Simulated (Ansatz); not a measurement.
The input, for Ansatz 0.2.0:

```yaml
crystal:
  periodic: [false, false, false]
  atoms:
    - {symbol: Ge, position_ang: [0.000000, 0.000000, 0.733436]}
    - {symbol: Al, position_ang: [0.000000, 0.000000, -1.780769]}
    - {symbol: H, position_ang: [0.000000, -1.374627, -2.593847]}
    - {symbol: H, position_ang: [0.000000, 1.374627, -2.593847]}
basis:
  gaussian: {orbitals: cc-pVDZ}
total_charge: 1
magnetization: {spin_polarized: false, initial_magnetization: 2}
correlation: {method: ccsd_t, electrons: outside_noble_gas}
```

```sh
$ ansatz run in.yaml --threads 1 --pin off --events-out ev --progress --plain --max-ram 2816MiB --backend cpu
```

The program prints:

```
595 factors; integrals over basis functions are off by at most 1.0e-3 eV
mean field evaluation 1: about -63077.1621 eV, gradient 9.6e0 eV
mean field evaluation 2: about -63077.1649 eV, gradient 9.6e0 eV
mean field evaluation 4: about -63078.5397 eV, gradient 1.3e0 eV
mean field evaluation 8: about -63078.5793 eV, gradient 7.2e-3 eV
mean field evaluation 16: about -63078.5367 eV, gradient 1.3e0 eV
mean field evaluation 32: about -63078.2987 eV, gradient 2.3e-3 eV
mean field evaluation 64: about -63078.5793 eV, gradient 1.7e-6 eV
mean field evaluation 96: about -63075.2138 eV, gradient 3.5e-4 eV
mean field evaluation 128: about -63075.1732 eV, gradient 2.1e0 eV
mean field evaluation 160: about -63076.5298 eV, gradient 7.1e-1 eV
mean field evaluation 192: about -63076.5354 eV, gradient 1.8e-4 eV
mean field -63078.57930350 eV, -2318.0950332071 hartree, gradient 1.7e-6 eV, S^2 2.000000; 9 other end points of the search recorded, 0 dependent functions left out
mean field evaluation 224: about -63078.4084 eV, gradient 8.3e-1 eV
determinant -63078.57930350 eV, -2318.0950332071 hartree, with singles and doubles -63082.25026894 eV, -2318.2299386984 hartree
determinant -63078.29528299 eV, -2318.0845956456 hartree, with singles and doubles -63081.92148627 eV, -2318.2178561583 hartree
determinant -63076.53539856 eV, -2318.0199210859 hartree, with singles and doubles -63080.40974154 eV, -2318.1623005642 hartree
determinant -63075.21381761 eV, -2317.9713538816 hartree, with singles and doubles -63079.47877881 eV, -2318.1280883149 hartree
determinant -63078.57930350 eV, -2318.0950332071 hartree, with singles and doubles -63082.25000641 eV, -2318.2299290509 hartree
determinant -63078.29528299 eV, -2318.0845956456 hartree, with singles and doubles -63081.92130465 eV, -2318.2178494838 hartree
19 core orbitals not correlated: weight in the atoms' cores, before any rotation towards them, 1.000 or more for the frozen orbitals, at most 0.000 for the correlated occupied ones
reference -63078.57930350 eV, -2318.0950332071 hartree; 5, 3 occupied and 31, 33 virtual orbitals, 595 factors
second order -2.70141816 eV of doubles, -0.06104006 eV of singles
cycle   1  -3.67070424 eV  change   -1.3e-6 eV  update   2.6e-6
perturbative correction -0.08207596 eV, -0.0030162358 hartree
Total energy: -63082.33208370 eV, -2318.2329453356 hartree
```

Ran on 1 thread of AMD EPYC 7R13, shared host: 7 s wall, 0.35 GiB peak host memory.
